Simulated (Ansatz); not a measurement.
Rutile MnF2 was calculated with LDA (plane waves, PAW; Ansatz, a program for electronic structure).

Settings: plane-wave cutoff 500 eV, 8×8×12 k mesh (along the axes of the cell as run), Fermi–Dirac smearing 0.05 eV, magnetic order afm, spin-polarised with opposed moments, scalar-relativistic PAW data made under PBE.

Computed at the level's own relaxed cell.

Task: Estimate the equilibrium volume per atom, magnetic moment (largest site, within a sphere) and band gap that the calculation returns.

Result: 
equilibrium volume per atom: 12.17 Å³/atom
magnetic moment (largest site, within a sphere): 4.01 μB
band gap: 1.71 eV (on the SCF k mesh)

Measured, for comparison: band gap 9.9 eV (temperature not stated, no zero-point or thermal correction, the source doubts the polymorph; as tabulated in Das and Bazhirov (2019), arXiv:1808.05325). Computed (rounded) less measured: band gap not scored (a reference that its source doubts or gives as a wide range).

Moments are spin moments.
